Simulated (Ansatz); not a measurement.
Energy needed to pull apart CH$_{4}$OSi (SMILES C=[SiH]O), singlet, into free ground-state atoms, from the structure below (at a frame of a short PBE0-D4/def2-SVP trajectory); no zero-point or spin–orbit terms; open-shell atoms are treated unrestricted, in their ground-state multiplicity.

```
7
angstrom
C -1.1729 0.2768 -0.4816
Si 0.2837 0.2063 0.2706
O 1.3049 -1.0908 0.0946
H -1.5616 -0.5405 -1.1191
H -1.7992 1.1848 -0.3845
H 0.8821 1.2612 1.0667
H 2.1592 -0.9358 0.4953
```

Computed with Ansatz 0.2.0 (basis: def2-TZVPP); correlated methods freeze the cores.

```tsv
method	atomization energy (eV)
PBE-D4	26.20
r2SCAN-D4	25.91
PBE0-D4	25.65
wB97M-V	?
HF	18.38
MP2	?
CCSD	24.75
CCSD(T)	25.15
```

(1) What does MP2 give? (Judge from chemistry; the value comes from the calculation.)

(2) What does wB97M-V give? (To be estimated.)

No T1 diagnostic of these runs exceeds 0.014.

Answers

(1) By the calculation: 25.59 eV, which is about 0.44 eV more than CCSD(T)/def2-TZVPP.

(2) Computed: 25.93 eV, which is about 0.77 eV more than CCSD(T)/def2-TZVPP.

In triple zeta the MP2 and coupled-cluster atomization energies are still short of their basis limit by a few kcal/mol a bond, whereas those of the functionals are nearly converged, so these differences are not deviations from converged CCSD(T).

For scale, one of the runs: CCSD(T)/def2-TZVPP forces, 160 basis functions, launched by `ansatz run in.yaml --threads 2 --pin off --events-out ev --progress --plain --max-ram 3481MiB`. Time: 3.1 min of wall clock on 2 CPU threads of an Intel Xeon; the host was shared. Peak host memory: 2 GiB.
